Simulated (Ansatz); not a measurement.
Relaxing a trial structure of CH3MgSi+

The starting geometry of this gas-phase singlet was optimised with GFN2-xTB.

```xyz
6

C     0.0725    0.3990    0.2508
Mg   -1.0736   -1.4709   -0.4107
Si    1.3688   -0.8131    0.4259
H    -2.3033   -2.3112   -0.9275
H     0.0958    1.1138   -0.5750
H    -0.4031    0.8236    1.1384
```

Q: Where would you expect an optimisation with r2SCAN-D4/def2-SVP to take it?

A: A bond breaks, giving a structure given below by its coordinates. Contacts that open: Mg2–Si3 (2.66 → 3.47 Å).

The energy falls by 0.57 eV over 9 steps:

```json
{"step": "1", "E − E(last) (eV)": "0.567"}
{"step": "2", "E − E(last) (eV)": "0.210"}
{"step": "3", "E − E(last) (eV)": "0.089"}
{"step": "4", "E − E(last) (eV)": "0.035"}
{"step": "5", "E − E(last) (eV)": "0.015"}
{"step": "6", "E − E(last) (eV)": "0.000"}
{"step": "7", "E − E(last) (eV)": "0.000"}
{"step": "8", "E − E(last) (eV)": "0.000"}
{"step": "9", "E − E(last) (eV)": "0.000"}
```

Final geometry (Å):

```xyz
6

C     0.1659    0.2003    0.2436
Mg   -1.3550   -1.2779   -0.4634
Si    1.7983   -0.3304    0.6358
H    -2.5266   -2.3420   -0.9952
H     0.0932    0.8950   -0.6224
H    -0.4185    0.5960    1.1036
```

Frequencies at the end are all real (lowest 127 cm⁻¹). Run with Ansatz 0.2.0, 17 s on 1 thread of Arm Neoverse V2, on a shared host.
